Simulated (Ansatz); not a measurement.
# H4NOSi: the cost of one run

All numbers are computed with Ansatz 0.2.0 through its Python package. The levels of theory stand in the script.

## (1) The system

Bond lengths: N1–Si2 1.651 Å, Si2–O3 1.630 Å, N1–H4 1.076 Å, N1–H5 1.066 Å, Si2–H6 1.459 Å, O3–H7 0.946 Å. Angles: N1–Si2–O3 98.1°, N1–Si2–H6 105.9°, O3–Si2–H6 109.1°, Si2–N1–H4 108.9°, Si2–N1–H5 110.5°, H4–N1–H5 103.7°, Si2–O3–H7 117.7°.

No structure file is read: the coordinates are typed or built in the script.

## (2) Script

Input file h4nosi.py:

```python
"""Basis-set convergence for H4NOSi."""

import ansatz as az

geometry_ang = [
    ("N", [-0.6388, 0.3456, -0.6055]),
    ("Si", [0.2197, 0.2214, 0.7987]),
    ("O", [1.5074, -0.5866, 0.2115]),
    ("H", [-0.2082, 1.1253, -1.2091]),
    ("H", [-1.6267, 0.6945, -0.4085]),
    ("H", [-0.5499, -0.6694, 1.6608]),
    ("H", [1.3578, -1.1988, -0.4936]),
]
h4nosi = az.Crystal.molecule()
for symbol, xyz in geometry_ang:
    h4nosi = h4nosi.atom(symbol, xyz)

job = (
    h4nosi.calculation()
    .correlation("mp2")
    .spin("collinear", total=1)
)

energies = {}
for basis in ["cc-pVDZ", "cc-pVTZ"]:
    data = job.basis(gaussian=basis).run(threads=1, backend="cpu").report
    size = data["n_frozen"] + data["n_occupied"][0] + data["n_virtual"][0]
    energies[basis] = (data["reference_energy_ev"] / 27.211386246, data["free_energy_ev"] / 27.211386246)
    print(f"{basis:14s} {size:4d} orbitals  reference {energies[basis][0]:14.6f} Ha  total {energies[basis][1]:14.6f} Ha")

# correlation energy at the basis limit from E(X) = E + A / X^3
small, large = (energies[b][1] - energies[b][0] for b in ("cc-pVDZ", "cc-pVTZ"))
limit = (3 ** 3 * large - 2 ** 3 * small) / (3 ** 3 - 2 ** 3)
print(f"correlation energy: {small:.6f} and {large:.6f} Ha, extrapolated {limit:.6f} Ha")
print(f"share caught by the larger set: {100 * large / limit:.1f} %")
```

## (3) The calls as engine input

The engine receives this input (first run):

```yaml
crystal:
  periodic: [false, false, false]
  atoms:
    - { symbol: "N", position_ang: [-0.6388, 0.3456, -0.6055] }
    - { symbol: Si, position_ang: [0.2197, 0.2214, 0.7987] }
    - { symbol: O, position_ang: [1.5074, -0.5866, 0.2115] }
    - { symbol: H, position_ang: [-0.2082, 1.1253, -1.2091] }
    - { symbol: H, position_ang: [-1.6267, 0.6945, -0.4085] }
    - { symbol: H, position_ang: [-0.5499, -0.6694, 1.6608] }
    - { symbol: H, position_ang: [1.3578, -1.1988, -0.4936] }
basis:
  gaussian:
    orbitals: cc-pVDZ
magnetization:
  spin_polarized: true
  initial_magnetization: 1.0
correlation:
  method: mp2
```

## (4) Launch

Command:

```
$ python h4nosi.py
```

Q: Estimate wall time and peak memory on 1 thread of Arm Neoverse V1, shared host.

About 4.2 s, with a peak of 0.33 GiB.
